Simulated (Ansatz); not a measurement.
The first iterations of a band of CH4BCl + H (8 atoms, charge 0, multiplicity 2).

Computed with Ansatz, UKS BHLYP-D4/6-31G*.

```json
{"movable images": "7", "climbing image": "yes", "spring": "5.0 eV/Å²", "optimiser": "quadratic models (default)", "start path": "through a guess of the saddle point", "force threshold": "0.05 eV/Å", "iteration limit": "60", "end points": "relaxed"}
```

Image 0:

```xyz
8
Properties=species:S:1:pos:R:3
B 0.018 0.002 -0.172
H -0.055 -0.161 0.999
C 1.371 0.025 -0.933
H 1.799 -0.981 -0.897
H 1.301 0.326 -1.973
H 2.089 0.664 -0.420
Cl -1.517 0.183 -1.013
H -0.111 -0.058 3.564
```

Image 8:

```xyz
8
Properties=species:S:1:pos:R:3
B -0.176 0.095 -0.555
H 0.009 -0.051 2.403
C 1.318 0.046 -0.969
H 1.615 -1.005 -0.981
H 1.501 0.448 -1.965
H 1.964 0.545 -0.252
Cl -1.532 0.030 -1.640
H 0.194 -0.108 3.114
```

| iteration | highest image above the first end (eV) | largest band force component (eV/Å) |
| --- | --- | --- |
| 1 | 0.670 | 2.466 |
| 2 | 0.686 | 1.495 |
| 3 | 0.556 | 1.328 |
| 4 | 0.399 | 0.649 |

**Question.** Does the band converge within its limit, and where does its top end?

**Answer.** It converged. It ended after 14 iterations with the highest image 0.460 eV above the first end. A vibrational analysis at the climbing image gives one clearly imaginary mode, 1381i cm⁻¹: a first-order saddle point.

Run time: 5.6 min on 1 thread of Arm Neoverse V1, on a shared host, peak memory 0.14 GiB.
